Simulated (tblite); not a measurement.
C₅H₁₁P.
Z-matrix (Å and degrees, GFN2-xTB geometry), rows numbered from 1:
```
C 
P   1  1.8509
C   2  1.8608  1   98.62
C   3  1.5402  2  117.24  1    66.32
C   4  1.5347  3   89.49  2   107.19
C   5  1.5349  4   90.03  3     8.75
H   1  1.0893  2  108.67  3    75.25
H   1  1.0881  2  111.86  3   -45.59
H   1  1.0882  2  108.71  3  -166.89
H   2  1.4027  1   95.65  3    95.91
H   3  1.0947  2  107.01  1   -64.41
H   4  1.0889  3  112.94  2  -137.49
H   4  1.0900  3  116.20  2   -10.91
H   5  1.0883  4  113.00  3  -106.38
H   5  1.0880  4  115.54  3   127.33
H   6  1.0884  3  113.49  2   133.36
H   6  1.0895  3  115.14  2     7.16
```

Calculated harmonic vibrations of the isolated species, GFN2-xTB (tblite), most abundant isotopes, no scaling. This tight-binding method is rough: wavenumbers can miss measured ones by several per cent, in bad cases by 10 to 20. Modes of hydrogen on phosphorus can be 10 to 20 % off. One conformer, not necessarily the lowest.

Harmonic wavenumbers (cm⁻¹): 57.0, 89.8, 165.5, 172.5, 294.9, 326.6, 619.2, 725.2, 734.4, 740.2, 809.2, 828.5, 844.6, 883.5, 984.4, 996.0, 1010.8, 1042.1, 1059.8, 1066.4, 1093.8, 1179.4, 1184.6, 1214.0, 1239.1, 1244.9, 1261.8, 1263.5, 1318.4, 1443.4, 1456.1, 1470.1, 1472.7, 1491.7, 2240.7, 2918.8, 2975.9, 2986.1, 2997.5, 3001.9, 3004.5, 3004.6, 3013.5, 3015.6, 3017.5.

A = 5834, B = 1835, C = 1594 MHz; mass 102.060 u (most abundant isotopes); point group C1, symmetry number 1.

Question: What is the zero-point energy?

Answer: Half the sum of the wavenumbers: 31980 cm⁻¹ = 382.57 kJ/mol.

Question: Give the ideal-gas entropy at 298.15 K and 1 bar in the rigid-rotor, harmonic-oscillator model (classical rotation).

Answer: Translation 166.54, rotation 114.37, vibration 78.24: S = 359.2 J/(mol K).

Question: And Cp and H(298.15 K) − H(0)?

Answer: Cp = 120.75 J/(mol K), of which vibrations give 87.49 (their classical limit is 45 R = 374.2); H(298.15 K) − H(0) = 22.26 kJ/mol without the zero-point energy, 12.35 from vibrations.

Question: Blend soft modes into free rotors: weight 1/[1 + (100 cm⁻¹/ν̃)⁴] for the oscillator and the rest for a rotor with moment μB/(μ + B), μ = h/(8π²ν), B = 10⁻⁴⁴ kg m². What vibrational entropy results?

Answer: 72.06 J/(mol K) in place of 78.24, which changes −T·S at 298.15 K by +1.84 kJ/mol.

Question: What must be added to the electronic energy to get the Gibbs energy at 298.15 K and 1 bar?

Answer: ZPE + [H(298.15 K) − H(0)] − T·S = 382.57 + 22.26 − 107.08 = 297.75 kJ/mol.

Question: Which modes carry the vibrational entropy at 298.15 K?

Answer: 57.0 cm⁻¹: 19.07; 89.8 cm⁻¹: 15.33; 165.5 cm⁻¹: 10.40; 172.5 cm⁻¹: 10.08; 294.9 cm⁻¹: 6.05; 326.6 cm⁻¹: 5.34 J/(mol K); the other 39 give 11.97 together.

Question: How do the functions run with temperature in this model?

Answer: 
| T (K) | S (J/(mol K)) | Cp (J/(mol K)) | H − H(0) (kJ/mol) | G − H(0) (kJ/mol) | ln q(vib) |
| --- | --- | --- | --- | --- | --- |
| 150 | 295.6 | 73.9 | 8.17 | -36.17 | 1.97 |
| 250 | 339.5 | 102.8 | 16.89 | -68.00 | 3.63 |
| 400 | 400.1 | 159.8 | 36.57 | -123.49 | 6.17 |
| 600 | 477.5 | 222.1 | 75.13 | -211.35 | 9.78 |
| 900 | 580.0 | 282.4 | 151.57 | -370.39 | 15.29 |

q(vib) and H(0) count from the zero-point level.

Hindered rotation and anharmonicity are outside this model. Other conformers, if any are populated, would add a mixing term that is left out. The structure is chiral; the term R ln 2 for an equal mix with its mirror image is left out.
